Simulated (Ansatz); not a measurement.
# SiH₂SCl−: an energy map over bond length Si2–Cl3 and angle Cl3–Si2–S1

The runs use Ansatz 0.2.0; RKS PBE0-D4/def2-TZVPD.

## (1) Starting geometry

SMILES `S[SiH-]Cl`, 5 atoms, charge -1, spin multiplicity 1.

Atoms are counted from 1 here; the program's logs count them from 0.

Bond lengths: S1–Si2 2.289 Å, S1–H4 1.365 Å, Si2–Cl3 2.298 Å, Si2–H5 1.554 Å. Angles: Si2–S1–H4 96.5°, S1–Si2–Cl3 101.7°, S1–Si2–H5 88.5°, Cl3–Si2–H5 92.9°.

Geometry (Å):

```xyz
5
charge -1, multiplicity 1
S    -1.3937   -0.4952    0.0827
Si    0.8330   -0.2385   -0.3822
Cl    1.2567    1.8419    0.4979
H    -1.8504   -0.1502   -1.1561
H     1.1545   -0.9580    0.9576
```

This geometry comes from a loose relaxation at PBE in a small basis, which is not shown.

## (3) Plan of the scan

- bond length Si2–Cl3: 11 values from 1.881 to 2.910 Å
- angle Cl3–Si2–S1: 11 values from 57 to 147 °

Nothing else is relaxed (all other coordinates rigid). Energies count from the relaxed molecule at the same level. Points are written as (first, second).

(The set-up runs are not shown.)

## (4) Grid point (2.601 Å, 111°)

The input, input.yaml:

```yaml
crystal:
  periodic: [false, false, false]
  atoms:
    - { symbol: S, position_ang: [-1.372142, -0.477518, 0.080834] }
    - { symbol: Si, position_ang: [0.814596, -0.225013, -0.367907] }
    - { symbol: Cl, position_ang: [1.684688, 2.068734, 0.49631] }
    - { symbol: H, position_ang: [-1.821461, -0.152388, -1.1419] }
    - { symbol: H, position_ang: [1.146269, -0.946536, 0.942187] }
total_charge: -1
basis:
  gaussian: { orbitals: def2-TZVPD }
hamiltonian:
  xc: pbe0
  dispersion: d4
output:
  forces: true
```

Started as:

```bash
$ ansatz run input.yaml --threads 1 --pin off --max-ram 2560MiB --backend cpu --events-out ev --progress --plain --runs-dir out
```

**Question.** How long does this run take on 1 thread of Arm Neoverse V2, shared host, and how much memory does it need?

About 4.5 s, with a peak of 0.3 GiB.
